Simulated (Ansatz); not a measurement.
A made-up structure of CH$_{3}$MgS (charge -1), closed shell:

C1  (-1.166, -0.221, -1.165)
Mg2  (0.254, 0.091, 0.206)
S3  (2.110, 1.119, 1.322)
H4  (-1.094, -1.112, -1.805)
H5  (-2.218, -0.089, -0.872)
H6  (-1.449, 0.356, -0.322)
(Å)

It is relaxed with PBE-D4/def2-SVPD and then PBE0-D4/def2-TZVPD (Ansatz 0.2.0). Atoms count as bonded within 1.22 times the sum of their covalent radii (H–H: 0.88 Å). The end point is not checked to be a true minimum.

Task: Does its bonding change? (Judge from chemistry; the calculation decides.)

Result: By the calculation: Yes. Formed: none; broken: Mg2–H6.

Where it ends: The first stage lowers the energy by 3.98 eV in 11 steps. It ends as CH₃MgS ([CH3][Mg][S]), total charge -1:
```
6
angstrom
C -1.3265 -0.2716 -0.8085
Mg 0.4665 0.4513 0.0947
S 2.3154 1.1969 1.0261
H -1.1602 -1.2020 -1.3669
H -1.7515 0.4517 -1.5166
H -2.1060 -0.4830 -0.0649
```

Labels in which every atom is bracketed show which atoms are joined, not bond orders.

For scale, one of the runs: PBE0-D4/def2-TZVPD relaxation, 145 basis functions, launched by `ansatz run in.yaml --threads 2 --pin off --events-out ev --progress --plain --max-ram 4352MiB`. Hardware: 2 CPU threads of an Arm Neoverse V2, shared host. Wall time about 12 s.
